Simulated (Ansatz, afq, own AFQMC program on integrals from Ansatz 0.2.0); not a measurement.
## Al2H2⁺, quartet: AFQMC among the cluster methods

```csv
atom,x (Å),y (Å),z (Å)
Al,0.0000,0.0000,1.1500
Al,0.0000,0.0000,-1.1500
H,0.0000,0.0000,2.7245
H,0.0000,0.0000,-2.7245
```

Connectivity, by distances: AlH–AlH.

Basis cc-pVDZ. Noble-gas cores (and the filled d shells of Ga–Kr and In–Xe) are frozen. Integrals, coupled cluster, full CI and functionals: Ansatz 0.2.0; the random walks run on the same integrals in our own AFQMC program. ph-AFQMC/CISD is guided by a CISD state made of CCSD amplitudes; releasing the constraint for a short imaginary time cuts its bias at the price of noise, slowly where states lie close. Uncertainties: one standard error, sampling alone.

Determinant: ROHF, the one that the program's search chose, which needn't be the lowest solution. The geometry is a PBE0/def2-TZVP stationary point of this or a neighbouring charge and spin state.

No full CI on the walks' own integrals is used here; CCSDTQ serves as the reference and is uncertain by about the last step of the cluster series.

Cautions: another spin lies lower (by 3.10 eV); strong correlation (T1 0.050, weight of the determinant 0.86, largest double 0.08); the released energies are still falling, so no released level is given (meV from the phaseless value at times in 1/Eh: -3.4 ± 2.3 at 0.24, -7.5 ± 2.0 at 0.51, -11.8 ± 1.8 at 0.99, -14.6 ± 1.3 at 1.62, -19.9 ± 1.9 at 2.40).

```
T1 diagnostic                               : 0.0505
weight of the determinant in the CISD state : 0.865
size of the correlated space                : 7 electrons in 36 orbitals
```

Reference: CCSDTQ, correlation energy -3.080 eV.

| level | E − E(reference) (mEh) | share of correlation (%) |
| --- | --- | --- |
| HF | 113.18 | 0.00 |
| MP2 | 37.75 | 66.65 |
| CCSD | 5.58 | 95.07 |
| CCSD(T) | 1.97 | 98.26 |
| CCSDT | 0.20 | 99.82 |
| CCSDT(Q) | 0.04 | 99.96 |
| ph-AFQMC/CISD | 1.04 ± 0.09 | 99.08 |

CCSDT and higher add their correlation energy to the determinant of the CCSD(T) run, since their own runs factorise the integrals more tightly (a shift of under 2 meV). A walk keeps the symmetry of its determinant, which the program's search chose and which needn't be the lowest solution, so a lower state of the same spin and another symmetry isn't excluded.
